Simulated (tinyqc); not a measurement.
Starting guesses with plain Roothaan steps: SCF starting guesses in the sto-6g basis, for NH, spin multiplicity 3. Computed by the program tinyqc with PySCF. UHF with one setting changed at a time; a run stops when the energy changes by less than 1e-09 hartree and the error matrix is below 1e-5. Starts: the lowest orbitals of the core Hamiltonian, of the Wolfsberg-Helmholz matrix (K = 1.75), projected atomic densities, random orbitals, and the highest orbitals of the core Hamiltonian (a deliberately bad start).

Geometry (angstrom):
```
atom       x       y       z
N     0.0000  0.0000  0.0000
H     0.0000  0.0000  1.9910
```

lowest solution found by these runs and by PySCF with stability checks = -54.722489 hartree

Largest element of the error matrix X^T (FDS - SDF) X:
```
iteration     core  Wolfsberg-Helmholz  atomic densities   random  highest core orbitals
1          8.5e-02             2.2e-01           8.9e-02  3.9e+00                1.0e-01
2          2.0e-01             2.6e-01           7.6e-02  2.3e-01                3.5e-01
3          2.0e-01             2.1e-01           8.8e-02  6.7e-02                1.0e-01
4          1.4e-01             1.6e-01           8.3e-02  3.1e-02                1.1e-01
5          1.1e-01             1.2e-01           5.5e-02  3.3e-02                1.1e-01
6          7.6e-02             8.9e-02           2.7e-02  3.8e-02                1.1e-01
8          2.1e-02             2.9e-02           4.8e-03  4.3e-02                1.1e-01
10         3.6e-03             5.2e-03           9.4e-04  3.8e-02                1.1e-01
14         2.4e-04             2.1e-04           9.1e-05  1.8e-02                1.1e-01
20         6.6e-06             5.8e-06                 -  5.4e-03                1.1e-01
30               -                   -                 -  2.2e-03                1.7e-01
45               -                   -                 -  1.5e-03                1.7e-05
60               -                   -                 -  1.1e-03                      -
```

How each run ends:
```
run                    iterations  E (hartree)                                                        state
core                           20   -54.722489                                                 lowest found
Wolfsberg-Helmholz             20   -54.722489                                                 lowest found
atomic densities               18   -54.722489                                                 lowest found
random                        >60   -54.646493  falls steadily but slowly, by a factor of about 0.98 a step
highest core orbitals          46   -54.722489                                                 lowest found
```

What does the comparison show, and why?

4 of 5 runs reach the lowest solution found, in 18 to 46 iterations (fastest: atomic densities). Not converged: random. The first errors are 9e-02, 2e-01, 9e-02, 4e+00, 1e-01.
